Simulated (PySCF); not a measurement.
hydrogen sulfide cation (H2S), SMILES S (connectivity only; charge and spin as stated), charge +1, multiplicity 2.

Coordinates come from a PBE0-D3(BJ)/def2-TZVPD optimisation. The multiplicity is an assumed one; other spin states were not compared.

Two levels are set side by side: PBE/def2-TZVPD (PySCF) and PBE0/def2-TZVPD (PySCF). Same geometry, gas phase. Differences are taken from unrounded values.

```json
[
 {"quantity": "α-spin orbital gap (eV)", "PBE0": "10.68", "PBE": "8.05", "PBE minus PBE0": "-2.63"},
 {"quantity": "β-spin orbital gap (eV)", "PBE0": "5.99", "PBE": "3.28", "PBE minus PBE0": "-2.71"},
 {"quantity": "mean polarisability (bohr³)", "PBE0": "15.6", "PBE": "15.8", "PBE minus PBE0": "0.2"}
]
```

Rough cost on one machine, each run with all the roots and properties that it gave: PBE0 against PBE within a factor of 2.
